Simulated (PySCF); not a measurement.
**Atomic charges against the basis set**

Species: formyl fluoride, CHFO.
Atom-mapped SMILES: `[O:1]=[CH:2][F:3]` (hydrogens: H4 on C2)

PBE0 throughout (PySCF), one geometry, spherical d and f functions. Geometry: PBE0-D3(BJ)/def2-SVP; no solvent, vibrations or thermal averaging.

Mulliken charges (e):

```json
{"basis": "STO-3G", "functions": "16", "O1": "-0.199", "C2": "+0.193", "F3": "-0.067", "H4": "+0.074"}
{"basis": "6-31G", "functions": "29", "O1": "-0.311", "C2": "+0.391", "F3": "-0.260", "H4": "+0.180"}
{"basis": "6-31G*", "functions": "44", "O1": "-0.331", "C2": "+0.427", "F3": "-0.259", "H4": "+0.163"}
{"basis": "def2-SVP", "functions": "47", "O1": "-0.182", "C2": "+0.313", "F3": "-0.180", "H4": "+0.049"}
{"basis": "6-311+G(2d,p)", "functions": "87", "O1": "-0.334", "C2": "+0.411", "F3": "-0.232", "H4": "+0.155"}
{"basis": "def2-TZVP", "functions": "99", "O1": "-0.216", "C2": "+0.253", "F3": "-0.147", "H4": "+0.110"}
```

IAO charges (e):

```tsv
basis	functions	O1	C2	F3	H4
STO-3G	16	-0.214	+0.214	-0.096	+0.095
6-31G	29	-0.332	+0.432	-0.245	+0.145
6-31G*	44	-0.366	+0.500	-0.259	+0.125
def2-SVP	47	-0.356	+0.495	-0.260	+0.121
6-311+G(2d,p)	87	-0.370	+0.507	-0.273	+0.136
def2-TZVP	99	-0.371	+0.512	-0.273	+0.132
```

Hirshfeld charges (e):

```
        basis  functions      O1      C2      F3      H4
       STO-3G         16  -0.153  +0.162  -0.029  +0.020
        6-31G         29  -0.205  +0.210  -0.083  +0.078
       6-31G*         44  -0.215  +0.209  -0.070  +0.075
     def2-SVP         47  -0.209  +0.211  -0.074  +0.072
6-311+G(2d,p)         87  -0.213  +0.213  -0.082  +0.082
    def2-TZVP         99  -0.213  +0.212  -0.079  +0.080
```

Question: Which scheme is steadiest as the basis changes?

Answer: Largest range over the bases for any column: Hirshfeld 0.06 e, Mulliken 0.23 e, IAO 0.30 e. Hirshfeld charges move least and IAO charges most, counted in e. Without the minimal STO-3G basis the ranges are Hirshfeld 0.01, Mulliken 0.17, IAO 0.08 e.

Question: How much do the charges still move between the two largest bases, 6-311+G(2d,p) and def2-TZVP?

Answer: At most, over all atoms: Mulliken 0.158 e, IAO 0.005 e, Hirshfeld 0.004 e.

Question: What do the same runs give for the total energy, the frontier levels and the dipole moment?

Answer: 
```tsv
basis	energy (Eh)	HOMO (eV)	LUMO (eV)	μ (D)
STO-3G	-210.5841	-5.58	2.89	1.34
6-31G	-213.4734	-9.37	-0.89	2.17
6-31G*	-213.5425	-9.12	-0.37	2.01
def2-SVP	-213.3867	-9.30	-0.60	2.01
6-311+G(2d,p)	-213.6210	-9.57	-1.03	2.12
def2-TZVP	-213.6434	-9.49	-0.87	2.09
```

The dipole is fixed by the density alone, so its range of 0.83 D shows that the density itself changes with the basis, not only its division among atoms.
